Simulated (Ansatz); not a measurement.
We consider hcp Mg, described by r²SCAN+rVV10 (PAW; Ansatz, a quantum-chemistry and plane-wave program).

Numerical settings: plane-wave cutoff 600 eV, 18×18×8 k mesh (along the axes of the cell as run), Fermi–Dirac smearing 0.1 eV, finite displacements, scalar-relativistic PAW data made under PBE.

Computed at the level's own relaxed cell.

Harmonic phonon frequencies (cm⁻¹; i marks an imaginary mode):

```csv
q point,frequencies
Γ,0 0 0 136 136 267
M,132 145 201 219 241 251
A,102 102 102 102 192 192
L,168 168 171 171 262 262
```

No imaginary mode appears at these points.
